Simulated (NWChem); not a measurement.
# Polarisability of H$_{2}$Si

```xyz
3

Si     0.0000     0.0000     0.1341
H      1.0961     0.0000    -0.9390
H     -1.0961     0.0000    -0.9390
```
Charge 0, spin multiplicity 1.

Program: NWChem. Structure: optimised with PBE0/def2-SVP, a minimum by its harmonic frequencies.

Basis set: def2-SVPD. Static limit.

The correlated methods keep 5 core orbitals frozen. B3LYP has NWChem's definition, with VWN1-RPA local correlation. The structure started from a generated list of species. Coupled-cluster values serve here as a point of comparison, not as the truth.

```csv
method,isotropic polarisability (bohr³)
PBE,35.49
CCSD linear response,33.97
B3LYP,…
HF,…
BHandHLYP,…
```

Problem. Complete the blanks.

Solution. 
- B3LYP, isotropic polarisability (bohr³): 34.84
- HF, isotropic polarisability (bohr³): 34.37
- BHandHLYP, isotropic polarisability (bohr³): 34.34
